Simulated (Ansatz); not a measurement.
# Na₂Au: a prediction, then the measurements

Method: DFT r2SCAN, scalar-relativistic, plane waves, PAW (Ansatz 0.2.0).

Cutoff 500 eV; k points 8×8×8 on the computed 6-atom cell (Γ-centred); Gaussian smearing, width 0.10 eV; no spin polarisation.

Relaxed structure, symmetry kept:

```cif
data_structure
_symmetry_space_group_name_H-M 'I4/mcm'
_symmetry_Int_Tables_number 140
_cell_length_a 7.2770
_cell_length_b 7.2770
_cell_length_c 5.6361
_cell_angle_alpha 90.000
_cell_angle_beta 90.000
_cell_angle_gamma 90.000
_cell_volume 298.45
loop_
_atom_site_label
_atom_site_type_symbol
_atom_site_symmetry_multiplicity
_atom_site_Wyckoff_symbol
_atom_site_fract_x
_atom_site_fract_y
_atom_site_fract_z
_atom_site_occupancy
Na1 Na 8 h 0.17386 0.67386 0.50000 1
Au1 Au 4 a 0.00000 0.00000 0.75000 1
```

| Quantity | Value |
| --- | --- |
| Space group | I4/mcm (No. 140) |
| Volume per atom | 24.87 Å³ |
| Formation energy from the elements' standard states (uncorrected) | -0.285 eV/atom |
| Generalised Kohn–Sham band gap | none (metal) |
| Density of states at the Fermi level | 1.78 states/eV per cell |
| Löwdin character within 0.5 eV of the Fermi level | Na 3s 62 %, Au 6s 13 %, unprojected 20 % |
| Bulk modulus | 26.1 GPa |
| Its pressure derivative | 4.2 |
| Bader charges (e) | Na (4 in the cell) 0.72, Au (2 in the cell) -1.41 |

Spin-orbit coupling is left out, which matters for the bands of heavy elements.

**Measured values to compare with.**

“Na-Au intermetallic compounds formed under high pressure at room temperature”, 2011, arxiv:1107.1193 quotes, for a bulk crystal of Na2Au: lattice constant a 7.415 ± 0.005 Å; lattice constant c 5.522 ± 0.005 Å.

Measured lattice constant a of Na2Au: 7.415 Å (quoted in the paper above). This calculation gives 7.277 Å (-1.9 %). Against the measured lattice constant c of Na2Au, 5.522 Å (quoted in the paper above), the calculated 5.636 Å is off by +2.1 %. The calculation is for 0 K without zero-point motion.

Cost: 9 runs of about 12 core-minutes in all, on Intel Xeon 6975P-C (Granite Rapids) (shared hosts).